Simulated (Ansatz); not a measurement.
Consider the substitution at a C–C bond: `CC(=N)C#N` + H–F → `CC(=N)F` + `C#N`.

Program: Ansatz. Geometries: PBE0-D4/def2-TZVP. ΔE: electronic, gas phase. CCSD(T)/CBS is the MP2 limit (def2-TZVPP, def2-QZVPP) plus CCSD(T) − MP2 in def2-TZVPP, frozen cores. This one scheme is used for every species. DFT in def2-TZVPP. B3LYP here is the variant with VWN-RPA as its local correlation; programs differ in this. Each species was taken in one conformer, which may not be the lowest.

(1) Is it downhill or uphill in electronic energy at CCSD(T)/CBS, and by how much? (Best estimate.)

(2) What do these levels give: BLYP-D4, B3LYP-D4, ωB97M-V, B2PLYP, PBE-QIDH, r2SCAN0? (Best estimate.)

(3) What do rigid-rotor, harmonic-oscillator terms from PBE0-D4/def2-TZVP frequencies (298.15 K, 1 bar) make of the CCSD(T)/CBS value? (Best estimate.)

Largest T1 diagnostic among the species: 0.014.

Answers

(1) The calculation gave: Uphill: ΔE = +18.1 kJ/mol.

(2) The calculation gave: BLYP-D4 9.4, B3LYP-D4 9.1, ωB97M-V 3.4, B2PLYP 9.1, PBE-QIDH 14.5, r2SCAN0 5.9 kJ/mol.

(3) Ansatz gave: ΔZPE = +2.2 kJ/mol, ΔH = +18.1 kJ/mol, ΔS = 5 J/(mol·K), ΔG = +16.7 kJ/mol.

Leaving LDA and LC-ωPBE aside and taking each functional with its dispersion term where it has one, the values, not all of them listed here, spread over 14.4 kJ/mol, from ωB97X-V to revPBE-D4. In def2-TZVPP, CCSD(T) changes the Hartree–Fock value by +20.6 kJ/mol (the triples alone add +2.8 kJ/mol) and MP2 by +29.3 kJ/mol.
